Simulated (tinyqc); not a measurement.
Worked calculation: CCD on RHF in the sto-3g basis, frozen core, for H2F+, spin multiplicity 1. Computed by tinyqc, a small Python program that keeps every step (integrals from PySCF). Settings: charge = 1, multiplicity = 1, basis = sto-3g, method = RHF, frozen orbitals = 1, energy threshold = 1e-10, iteration cap = 69, orthogonalisation = symmetric, start = core, DIIS depth = 6, amplitude equations = CCD, DIIS depth for amplitudes = 0, cap on updates = 56. Command: `OMP_NUM_THREADS=1 python tinyqc.py 21547 21548 out.jsonl` (the two numbers bound the seeds that draw the settings). One thread of a shared host (Intel(R) Xeon(R) Processor @ 2.60GHz), about 0.1 s of CPU time with the checks. The early iterations of the SCF are left out here.

## One-electron integrals

Geometry (angstrom):
```
atom,x,y,z
F,0.000000,0.000000,0.000000
H,0.000000,0.993000,0.641000
H,0.000000,-0.993000,0.641000
```

Basis sto-3g: exponents (1/bohr^2) and contraction coefficients of normalised primitives:
```
element,l (shell),exponent,coefficient
F,s (1),166.679130,0.154329
F,s (1),30.360812,0.535328
F,s (1),8.216821,0.444635
F,s (2),6.464803,-0.099967
F,s (2),1.502281,0.399513
F,s (2),0.488588,0.700115
F,p (3),6.464803,0.155916
F,p (3),1.502281,0.607684
F,p (3),0.488588,0.391957
H,s (1),3.425251,0.154329
H,s (1),0.623914,0.535328
H,s (1),0.168855,0.444635
```

Overlap, kinetic and nuclear-attraction integrals over the contracted functions; the nuclear repulsion is the sum of Za Zb / Rab.

nuclear repulsion = 8.32554954 hartree

overlap S, lower triangle:
```
,1F 1s,1F 2s,1F 2px,1F 2py,1F 2pz,2H 1s,3H 1s
1F 1s,1.000000
1F 2s,0.237990,1.000000
1F 2px,0.000000,0.000000,1.000000
1F 2py,0.000000,0.000000,0.000000,1.000000
1F 2pz,0.000000,0.000000,0.000000,0.000000,1.000000
2H 1s,0.026270,0.292411,0.000000,0.212329,0.137062,1.000000
3H 1s,0.026270,0.292411,0.000000,-0.212329,0.137062,0.121982,1.000000
```

kinetic energy T (hartree), lower triangle:
```
,1F 1s,1F 2s,1F 2px,1F 2py,1F 2pz,2H 1s,3H 1s
1F 1s,36.984577
1F 2s,-0.212858,1.037995
1F 2px,0.000000,0.000000,3.248015
1F 2py,0.000000,0.000000,0.000000,3.248015
1F 2pz,0.000000,0.000000,0.000000,0.000000,3.248015
2H 1s,-0.007682,0.028038,0.000000,0.092839,0.059929,0.760032
3H 1s,-0.007682,0.028038,0.000000,-0.092839,0.059929,-0.009936,0.760032
```

nuclear attraction V (hartree), lower triangle:
```
,1F 1s,1F 2s,1F 2px,1F 2py,1F 2pz,2H 1s,3H 1s
1F 1s,-77.905035
1F 2s,-9.389918,-12.435860
1F 2px,0.000000,0.000000,-12.302788
1F 2py,0.000000,0.000000,0.000000,-12.388197
1F 2pz,-0.009831,-0.122113,0.000000,0.000000,-12.338378
2H 1s,-1.061321,-2.636268,0.000000,-1.636925,-1.082894,-5.462123
3H 1s,-1.061321,-2.636268,0.000000,1.636925,-1.082894,-0.769523,-5.462123
```

core Hamiltonian H = T + V (hartree), lower triangle:
```
,1F 1s,1F 2s,1F 2px,1F 2py,1F 2pz,2H 1s,3H 1s
1F 1s,-40.920458
1F 2s,-9.602775,-11.397865
1F 2px,0.000000,0.000000,-9.054774
1F 2py,0.000000,0.000000,0.000000,-9.140182
1F 2pz,-0.009831,-0.122113,0.000000,0.000000,-9.090363
2H 1s,-1.069003,-2.608229,0.000000,-1.544086,-1.022965,-4.702091
3H 1s,-1.069003,-2.608229,0.000000,1.544086,-1.022965,-0.779459,-4.702091
```

## Two-electron integrals

Functions are numbered as in S; the eight-fold symmetry (ij|kl) = (ji|kl) = (kl|ij) leaves the list below.

Two-electron integrals (ij|kl) in chemists' order, unique and non-zero (hartree):
```
i,j,k,l,(ij|kl)
1,1,1,1,5.403501
2,1,1,1,0.841920
2,1,2,1,0.156299
2,2,1,1,1.268028
2,2,2,1,0.292344
2,2,2,2,0.926167
3,1,3,1,0.027998
3,2,3,1,0.043169
3,2,3,2,0.204588
3,3,1,1,1.264502
3,3,2,1,0.292403
3,3,2,2,0.925959
3,3,3,3,0.997514
4,1,4,1,0.027998
4,2,4,1,0.043169
4,2,4,2,0.204588
4,3,4,3,0.053770
4,4,1,1,1.264502
4,4,2,1,0.292403
4,4,2,2,0.925959
4,4,3,3,0.889973
4,4,4,4,0.997514
5,1,5,1,0.027998
5,2,5,1,0.043169
5,2,5,2,0.204588
5,3,5,3,0.053770
5,4,5,4,0.053770
5,5,1,1,1.264502
5,5,2,1,0.292403
5,5,2,2,0.925959
5,5,3,3,0.889973
5,5,4,4,0.889973
5,5,5,5,0.997514
6,1,1,1,0.094056
6,1,2,1,0.017326
6,1,2,2,0.032246
6,1,3,3,0.032197
6,1,4,1,0.000585
6,1,4,2,0.001104
6,1,4,4,0.032305
6,1,5,1,0.000377
6,1,5,2,0.000713
6,1,5,4,0.000070
6,1,5,5,0.032242
6,1,6,1,0.001940
6,2,1,1,0.256330
6,2,2,1,0.059969
6,2,2,2,0.214165
6,2,3,3,0.210943
6,2,4,1,0.003423
6,2,4,2,0.027576
6,2,4,4,0.217616
6,2,5,1,0.002209
6,2,5,2,0.017801
6,2,5,4,0.004308
6,2,5,5,0.213723
6,2,6,1,0.006753
6,2,6,2,0.062782
6,3,3,1,0.006056
6,3,3,2,0.036728
6,3,4,3,0.005690
6,3,5,3,0.003673
6,3,6,3,0.008993
6,4,1,1,0.152914
6,4,2,1,0.036213
6,4,2,2,0.138470
6,4,3,3,0.132698
6,4,4,1,0.007854
6,4,4,2,0.053484
6,4,4,4,0.148156
6,4,5,1,0.001161
6,4,5,2,0.010816
6,4,5,4,0.006306
6,4,5,5,0.134397
6,4,6,1,0.004234
6,4,6,2,0.049897
6,4,6,4,0.048396
6,5,1,1,0.098709
6,5,2,1,0.023376
6,5,2,2,0.089385
6,5,3,3,0.085659
6,5,4,1,0.001161
6,5,4,2,0.010816
6,5,4,4,0.088291
6,5,5,1,0.006805
6,5,5,2,0.043710
6,5,5,4,0.007389
6,5,5,5,0.094102
6,5,6,1,0.002733
6,5,6,2,0.032210
6,5,6,4,0.025436
6,5,6,5,0.025412
6,6,1,1,0.440822
6,6,2,1,0.104791
6,6,2,2,0.432686
6,6,3,3,0.419035
6,6,4,1,0.006905
6,6,4,2,0.079570
6,6,4,4,0.447652
6,6,5,1,0.004457
6,6,5,2,0.051364
6,6,5,4,0.018473
6,6,5,5,0.430960
6,6,6,1,0.011851
6,6,6,2,0.168867
6,6,6,4,0.156501
6,6,6,5,0.101025
6,6,6,6,0.774606
7,1,1,1,0.094056
7,1,2,1,0.017326
7,1,2,2,0.032246
7,1,3,3,0.032197
7,1,4,1,-0.000585
7,1,4,2,-0.001104
7,1,4,4,0.032305
7,1,5,1,0.000377
7,1,5,2,0.000713
7,1,5,4,-0.000070
7,1,5,5,0.032242
7,1,6,1,0.001914
7,1,6,2,0.006562
7,1,6,4,0.003809
7,1,6,5,0.002659
7,1,6,6,0.011452
7,1,7,1,0.001940
7,2,1,1,0.256330
7,2,2,1,0.059969
7,2,2,2,0.214165
7,2,3,3,0.210943
7,2,4,1,-0.003423
7,2,4,2,-0.027576
7,2,4,4,0.217616
7,2,5,1,0.002209
7,2,5,2,0.017801
7,2,5,4,-0.004308
7,2,5,5,0.213723
7,2,6,1,0.006562
7,2,6,2,0.049980
7,2,6,4,0.027613
7,2,6,5,0.024809
7,2,6,6,0.107578
7,2,7,1,0.006753
7,2,7,2,0.062782
7,3,3,1,0.006056
7,3,3,2,0.036728
7,3,4,3,-0.005690
7,3,5,3,0.003673
7,3,6,3,0.006878
7,3,7,3,0.008993
7,4,1,1,-0.152914
7,4,2,1,-0.036213
7,4,2,2,-0.138470
7,4,3,3,-0.132698
7,4,4,1,0.007854
7,4,4,2,0.053484
7,4,4,4,-0.148156
7,4,5,1,-0.001161
7,4,5,2,-0.010816
7,4,5,4,0.006306
7,4,5,5,-0.134397
7,4,6,1,-0.003809
7,4,6,2,-0.027613
7,4,6,4,-0.008729
7,4,6,5,-0.013478
7,4,6,6,-0.055674
7,4,7,1,-0.004234
7,4,7,2,-0.049897
7,4,7,4,0.048396
7,5,1,1,0.098709
7,5,2,1,0.023376
7,5,2,2,0.089385
7,5,3,3,0.085659
7,5,4,1,-0.001161
7,5,4,2,-0.010816
7,5,4,4,0.088291
7,5,5,1,0.006805
7,5,5,2,0.043710
7,5,5,4,-0.007389
7,5,5,5,0.094102
7,5,6,1,0.002659
7,5,6,2,0.024809
7,5,6,4,0.013478
7,5,6,5,0.019056
7,5,6,6,0.058609
7,5,7,1,0.002733
7,5,7,2,0.032210
7,5,7,4,-0.025436
7,5,7,5,0.025412
7,6,1,1,0.070394
7,6,2,1,0.016642
7,6,2,2,0.065313
7,6,3,3,0.064099
7,6,4,4,0.065372
7,6,5,1,0.000957
7,6,5,2,0.009531
7,6,5,5,0.066399
7,6,6,1,0.001854
7,6,6,2,0.019279
7,6,6,4,0.013533
7,6,6,5,0.011349
7,6,6,6,0.057353
7,6,7,1,0.001854
7,6,7,2,0.019279
7,6,7,4,-0.013533
7,6,7,5,0.011349
7,6,7,6,0.007690
7,7,1,1,0.440822
7,7,2,1,0.104791
7,7,2,2,0.432686
7,7,3,3,0.419035
7,7,4,1,-0.006905
7,7,4,2,-0.079570
7,7,4,4,0.447652
7,7,5,1,0.004457
7,7,5,2,0.051364
7,7,5,4,-0.018473
7,7,5,5,0.430960
7,7,6,1,0.011452
7,7,6,2,0.107578
7,7,6,4,0.055674
7,7,6,5,0.058609
7,7,6,6,0.265506
7,7,7,1,0.011851
7,7,7,2,0.168867
7,7,7,4,-0.156501
7,7,7,5,0.101025
7,7,7,6,0.057353
7,7,7,7,0.774606
```

## Orthogonalisation

S = U s U^T; symmetric (Loewdin) form X = U s^(-1/2) U^T, so that X^T S X = 1.

eigenvalues of S: 0.552265  0.632599  0.906238  1.000000  1.088102  1.245419  1.575378

X, lower triangle:
```
,1F 1s,1F 2s,1F 2px,1F 2py,1F 2pz,2H 1s,3H 1s
1F 1s,1.023209
1F 2s,-0.131464,1.093387
1F 2px,0.000000,0.000000,1.000000
1F 2py,0.000000,0.000000,0.000000,1.040730
1F 2pz,-0.003669,0.032565,0.000000,0.000000,1.014891
2H 1s,0.014560,-0.155821,0.000000,-0.125155,-0.071545,1.066310
3H 1s,0.014560,-0.155821,0.000000,0.125155,-0.071545,-0.046321,1.066310
```

## Iteration 8 (converged): orbitals

converged F (hartree), lower triangle:
```
,1F 1s,1F 2s,1F 2px,1F 2py,1F 2pz,2H 1s,3H 1s
1F 1s,-26.528683
1F 2s,-6.766018,-3.536250
1F 2px,0.000000,0.000000,-0.967412
1F 2py,0.000000,0.000000,0.000000,-0.846073
1F 2pz,-0.018719,-0.070157,0.000000,0.000000,-0.895943
2H 1s,-0.760992,-0.852665,0.000000,-0.441047,-0.325970,-0.648048
3H 1s,-0.760992,-0.852665,0.000000,0.441047,-0.325970,-0.198697,-0.648048
```

Diagonalise F' = X^T F X, C = X C', fill 5 alpha and 5 beta electrons from the bottom; D = 2 C_occ C_occ^T. Each column has its largest component positive (the first on a tie).

F' = X^T F X (hartree), lower triangle:
```
,1,2,3,4,5,6,7
1,-26.054295
2,-3.422985,-2.262511
3,0.000000,0.000000,-0.967412
4,0.000000,0.000000,0.000000,-0.700685
5,-0.034107,0.024973,0.000000,0.000000,-0.836658
6,-0.062519,-0.355662,0.000000,-0.351750,-0.233566,-0.379908
7,-0.062519,-0.355662,0.000000,0.351750,-0.233566,-0.042795,-0.379908
```

orbital energies (hartree): MO1 -26.537970, MO2 -1.940738, MO3 -1.048524, MO4 -0.977936, MO5 -0.967412, MO6 -0.119524, MO7 0.010726

coefficients C:
```
,MO1,MO2,MO3,MO4,MO5,MO6,MO7
1F 1s,0.994898,-0.254046,0.000000,0.053319,0.000000,0.086443,0.000000
1F 2s,0.021328,0.973481,0.000000,-0.263507,0.000000,-0.494816,0.000000
1F 2px,0.000000,0.000000,0.000000,0.000000,1.000000,0.000000,0.000000
1F 2py,0.000000,0.000000,0.751475,0.000000,0.000000,0.000000,0.741440
1F 2pz,0.001580,0.069564,0.000000,0.877968,0.000000,-0.515408,0.000000
2H 1s,-0.003078,0.076203,0.348277,0.233092,0.000000,0.699751,-0.716479
3H 1s,-0.003078,0.076203,-0.348277,0.233092,0.000000,0.699751,0.716479
```

D after iteration 8, lower triangle:
```
,1F 1s,1F 2s,1F 2px,1F 2py,1F 2pz,2H 1s,3H 1s
1F 1s,2.114410
1F 2s,-0.480280,2.035113
1F 2px,0.000000,0.000000,2.000000
1F 2py,0.000000,0.000000,0.000000,1.129429
1F 2pz,0.061423,-0.327194,0.000000,0.000000,1.551338
2H 1s,-0.019987,0.025391,0.000000,0.523442,0.419887,0.362890
3H 1s,-0.019987,0.025391,0.000000,-0.523442,0.419887,-0.122297,0.362890
```

## Convergence

Stop when the energy changes by less than 1e-10 hartree and every element of the error matrix X^T (F D S - S D F) X is below 3e-06.

Course of the cycle:
```
iteration,E (hartree),change,largest element of the error matrix
1,-97.90311539,-,4.40e-01
2,-98.78521339,-8.82e-01,7.93e-02
3,-98.79786437,-1.27e-02,2.14e-02
4,-98.79861840,-7.54e-04,6.65e-03
5,-98.79869165,-7.32e-05,1.89e-03
6,-98.79870353,-1.19e-05,2.29e-04
7,-98.79870359,-5.69e-08,1.03e-06
8,-98.79870359,-1.42e-12,7.04e-09
```

PySCF RHF in the same basis = -98.79870359 hartree

Converged in 8 iterations.

## Integrals over molecular orbitals

(pq|rs) = sum C_ip C_jq C_kr C_ls (ij|kl), one index at a time.

one-electron integrals over orbitals h = C^T H C (hartree), lower triangle:
```
,1,2,3,4,5,6,7
1,-40.903075
2,0.701714,-9.529337
3,0.000000,0.000000,-7.729679
4,-0.136499,0.355823,0.000000,-8.434809
5,0.000000,0.000000,0.000000,0.000000,-9.054774
6,-0.230981,1.169197,0.000000,1.588200,0.000000,-5.289803
7,0.000000,0.000000,-2.269741,0.000000,0.000000,0.000000,-5.770924
```

Two-electron integrals over orbitals (pq|rs), unique and non-zero (hartree); the lowest 1 orbital is frozen and left out:
```
p,q,r,s,(pq|rs)
2,2,2,2,0.861794
3,2,3,2,0.149606
3,3,2,2,0.738211
3,3,3,3,0.700652
4,2,2,2,-0.012855
4,2,3,3,-0.007965
4,2,4,2,0.162771
4,3,3,2,0.009047
4,3,4,3,0.048709
4,4,2,2,0.810215
4,4,3,3,0.686949
4,4,4,2,-0.078609
4,4,4,4,0.850720
5,2,5,2,0.185287
5,3,5,3,0.036835
5,4,5,2,-0.028746
5,4,5,4,0.050529
5,5,2,2,0.886316
5,5,3,3,0.727605
5,5,4,2,-0.050437
5,5,4,4,0.818082
5,5,5,5,0.997514
6,2,2,2,-0.127354
6,2,3,3,-0.078027
6,2,4,2,-0.050120
6,2,4,4,-0.086477
6,2,5,5,-0.130754
6,2,6,2,0.065436
6,3,3,2,0.023141
6,3,4,3,0.020524
6,3,6,3,0.071921
6,4,2,2,-0.166152
6,4,3,3,-0.096003
6,4,4,2,0.013051
6,4,4,4,-0.167614
6,4,5,5,-0.171013
6,4,6,2,0.057004
6,4,6,4,0.090030
6,5,5,2,-0.045075
6,5,5,4,-0.012162
6,5,6,5,0.021733
6,6,2,2,0.531467
6,6,3,3,0.520944
6,6,4,2,0.059777
6,6,4,4,0.512124
6,6,5,5,0.512764
6,6,6,2,-0.042696
6,6,6,4,-0.022007
6,6,6,6,0.520134
7,2,3,2,0.074169
7,2,4,3,-0.018151
7,2,6,3,-0.021722
7,2,7,2,0.058155
7,3,2,2,0.229189
7,3,3,3,0.169628
7,3,4,2,-0.052200
7,3,4,4,0.202373
7,3,5,5,0.244372
7,3,6,2,-0.061968
7,3,6,4,-0.100447
7,3,6,6,0.012010
7,3,7,3,0.168167
7,4,3,2,-0.048229
7,4,4,3,0.003248
7,4,6,3,-0.047737
7,4,7,2,-0.010193
7,4,7,4,0.048599
7,5,5,3,0.025715
7,5,7,5,0.019640
7,6,3,2,-0.081873
7,6,4,3,-0.054956
7,6,6,3,-0.090881
7,6,7,2,0.002485
7,6,7,4,0.063523
7,6,7,6,0.166167
7,7,2,2,0.582561
7,7,3,3,0.580879
7,7,4,2,0.006815
7,7,4,4,0.560125
7,7,5,5,0.571684
7,7,6,2,-0.037258
7,7,6,4,-0.031424
7,7,6,6,0.513783
7,7,7,3,0.065565
7,7,7,7,0.547350
```

## CCD: starting amplitudes

t_ij^ab = <ij||ab> / (e_i + e_j - e_a - e_b), whose energy is MP2.

Starting amplitudes (spin orbitals 1a, 1b, ...; amplitudes related by a flip of all spins are not repeated):
```
from,to,t
3a 3b,7a 7b,-0.079380
4a 4b,6a 6b,-0.052440
3a 4b,6b 7a,-0.052380
3a 3b,6a 6b,-0.038709
3a 4a,6a 7a,-0.027486
3a 4b,6a 7b,0.024893
4a 4b,7a 7b,-0.024578
2a 3b,6a 7b,0.021513
2a 4b,6a 6b,-0.021273
2a 2b,6a 6b,-0.017965
2a 2b,7a 7b,-0.014900
2a 3a,6a 7a,0.013972
5a 5b,6a 6b,-0.012816
5a 5b,7a 7b,-0.010039
2a 3b,6b 7a,-0.007541
2a 4b,7a 7b,0.003467
```

correlation energy = -0.04697810 hartree

## CCD: amplitude update 1

t_ij^ab D_ij^ab are set to the remaining terms of the spin-orbital equations, evaluated with the old amplitudes; for the doubles these are <ij||ab> + 1/2 <ab||ef> t_ij^ef + 1/2 <mn||ij> t_mn^ab + P(ij)P(ab) <mb||ej> t_im^ae + terms in t^2, D the orbital-energy denominators.

Amplitudes after update 1 (spin orbitals 1a, 1b, ...; amplitudes related by a flip of all spins are not repeated):
```
from,to,t
3a 3b,7a 7b,-0.097790
3a 4b,6b 7a,-0.063234
4a 4b,6a 6b,-0.060706
3a 3b,6a 6b,-0.050052
3a 4b,6a 7b,0.036452
4a 4b,7a 7b,-0.029864
2a 4b,6a 6b,-0.027862
3a 4a,6a 7a,-0.026782
2a 3b,6a 7b,0.026320
2a 2b,6a 6b,-0.016617
2a 2b,7a 7b,-0.013793
2a 3a,6a 7a,0.013618
2a 3b,6b 7a,-0.012702
5a 5b,6a 6b,-0.011709
5a 5b,7a 7b,-0.008785
2a 4b,7a 7b,0.001621
```

correlation energy = -0.05640455 hartree

## CCD: convergence

E_corr = 1/4 sum <ij||ab> t_ij^ab; stop when the norm of the change is below 1e-8.

Course of the amplitude iterations:
```
update,correlation energy (hartree),norm of the change
0,-0.04697810,-
1,-0.05640455,7.12e-02
2,-0.05892246,2.44e-02
3,-0.05973602,9.66e-03
4,-0.06003220,4.10e-03
5,-0.06014728,1.86e-03
6,-0.06019387,8.95e-04
7,-0.06021338,4.50e-04
8,-0.06022182,2.32e-04
9,-0.06022558,1.22e-04
10,-0.06022732,6.47e-05
11,-0.06022814,3.44e-05
12,-0.06022854,1.83e-05
13,-0.06022874,9.80e-06
14,-0.06022884,5.23e-06
15,-0.06022889,2.80e-06
16,-0.06022892,1.49e-06
17,-0.06022894,7.99e-07
18,-0.06022894,4.27e-07
19,-0.06022895,2.28e-07
20,-0.06022895,1.22e-07
21,-0.06022895,6.52e-08
22,-0.06022895,3.48e-08
23,-0.06022895,1.86e-08
24,-0.06022895,9.95e-09
```

Converged amplitudes (spin orbitals 1a, 1b, ...; amplitudes related by a flip of all spins are not repeated):
```
from,to,t
3a 3b,7a 7b,-0.107355
3a 4b,6b 7a,-0.066702
4a 4b,6a 6b,-0.066285
3a 3b,6a 6b,-0.054515
3a 4b,6a 7b,0.044931
4a 4b,7a 7b,-0.031808
2a 4b,6a 6b,-0.030696
2a 3b,6a 7b,0.027638
3a 4a,6a 7a,-0.021770
2a 2b,6a 6b,-0.016145
2a 3b,6b 7a,-0.015994
2a 2b,7a 7b,-0.012704
2a 3a,6a 7a,0.011644
5a 5b,6a 6b,-0.011216
5a 5b,7a 7b,-0.007665
2a 4b,7a 7b,0.000482
```

CCD total energy = -98.85893254 hartree

Converged in 24 updates.
